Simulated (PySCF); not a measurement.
## CF₄: calculation against measurement

Isolated CF₄, optimised in PySCF with density fitting and no spin–orbit coupling; def2 sets carry scalar-relativistic core potentials from Rb on. It is a singlet of Td symmetry: B3LYP/def2-SVP C–F 1.323 Å (×4).

Counting electrons, carbon keeps none of its valence electrons outside its bonds, so the VSEPR class is AX4 and the expected shape is tetrahedral (Td), as computed.

Measured fundamentals (Shimanouchi, Tables of Molecular Vibrational Frequencies (1972), as compiled in the NIST Chemistry WebBook) beside computed harmonic wavenumbers, in cm⁻¹:

```csv
mode as compiled,computed symmetry,measured,rating (A best; medium not stated),B3LYP/def2-SVP
a1 sym str,a1,909,B,917
e deg deform,e,435,B,436
f2 deg str,t2,1281,D,1305
f2 deg deform,t2,632,B,630
```

Task: How close does the calculation come?

Result: Mean absolute differences: B3LYP/def2-SVP 0.8 %. The mean ratio of measured to computed values at B3LYP/def2-SVP is 0.993. Harmonic values should lie a little above fundamentals.

Task: The measured mean polarisability is 2.824 Å³ (NIST CCCBDB Release 22 (SRD 101), experimental polarizabilities). What do the calculations give?

Result: B3LYP/def2-SVP 1.82 Å³. Basis sets without diffuse functions underestimate polarisabilities.

Task: The tabulated gas-phase entropy at 298.15 K and 1 bar is 261.41 J/(mol K) (Chase, 1998, NIST Chemistry WebBook). What do rigid-rotor harmonic-oscillator sums give?

Result: B3LYP/def2-SVP 261.4 J/(mol K).

Task: ΔfH°(298 K) is -930 ± 20. kJ/mol (N/A, NIST Chemistry WebBook), and for the gaseous atoms C 716.9, F 79.3 kJ/mol (tabulated in the package mendeleev). Compare the atomisation enthalpy with the calculations.

Result: From the tables it is 716.9 + 4 × 79.3 − (-930.0) = 1964 kJ/mol. To a computed De one adds −ZPE (-45.4), the atoms' spin–orbit lowering from NIST levels (-6.8) and the thermal terms (19.9), all taken at B3LYP/def2-SVP.
```json
{"level": "B3LYP/def2-SVP", "De (kJ/mol)": "2040", "ΔatH°(298 K)": "2008", "computed − tabulated": "43"}
```
